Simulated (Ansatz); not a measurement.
Write a Python script for Ansatz 0.2.0, Python API that makes a search for lower mean-field states of BH2O2, SMILES O[B]O. Settings (for the species named): Hartree-Fock, 6-31G* basis, multiplicity 2.

```xyz
5

O    -1.2236   -0.3527   -0.2499
B    -0.2889    0.4031    0.5425
O     0.9801   -0.2014    0.8050
H    -1.0123   -0.0138   -1.1959
H     1.5945    0.0912    0.0568
```

`states_bh2o2.py`:
```python
"""Restricted and unrestricted solutions of BH2O2, stretched and not."""

from dataclasses import dataclass

import ansatz
import numpy as np


@dataclass
class Settings:
    basis_set: str = "6-31G*"
    xc: str = "HF"


opts = Settings()


def main() -> None:
    molecule = (
        ansatz.Crystal.molecule()
        .atom("O", [-1.2236, -0.3527, -0.2499])
        .atom("B", [-0.2889, 0.4031, 0.5425])
        .atom("O", [0.9801, -0.2014, 0.805])
        .atom("H", [-1.0123, -0.0138, -1.1959])
        .atom("H", [1.5945, 0.0912, 0.0568])
    )
    symbols = [site.symbol for site in molecule.cartesian_sites]

    start = np.array([site.position_ang for site in molecule.cartesian_sites])
    for factor in [1.0, 1.5]:
        xyz = (start - start.mean(axis=0)) * factor
        scaled = ansatz.Crystal.molecule()
        for symbol, place in zip(symbols, xyz):
            scaled = scaled.atom(symbol, place.tolist())
        base = scaled.calculation().basis(gaussian=opts.basis_set).functional(opts.xc).spin("collinear", total=1)
        for search in ("off", "standard"):
            try:
                r = base.scf(lower_state_search=search).run(threads=1).report
            except ansatz.AnsatzError as error:
                print(f"x{factor} search {search}: {type(error).__name__}")
                continue
            state = r["mean_field"]["state"]
            print(f"all distances x{factor}, search {search:8s} E = {r['free_energy_ev']:.5f} eV  <S^2> = {abs(state['spin_squared']):.3f}  other states met: {len(r['mean_field']['others'])}")


if __name__ == "__main__":
    main()
```

`python states_bh2o2.py` gives:
```text
all distances x1.0, search off      E = -4777.05870 eV  <S^2> = 0.754  other states met: 0
all distances x1.0, search standard E = -4777.05870 eV  <S^2> = 0.754  other states met: 0
all distances x1.5, search off      E = -4765.79057 eV  <S^2> = 2.488  other states met: 0
all distances x1.5, search standard E = -4765.79057 eV  <S^2> = 2.488  other states met: 6
```

Caveats:
- Total energies depend on the basis set; only differences at equal settings carry meaning.
- The count of other states can hold repeated and symmetry-equivalent ends of the search; scaling all distances is a test, and for more than two atoms no physical path.
- The geometry comes from a force field and isn't relaxed at this level.
- The run takes the species as open-shell (spin multiplicity 2), which needn't be its ground state.
- The expectation value of S² is noticeably off S(S+1) in at least one run, so that state is spin-contaminated.
- Timing: 4 s on 1 thread of Arm Neoverse V2, on a shared host, peak memory 0.16 GiB.
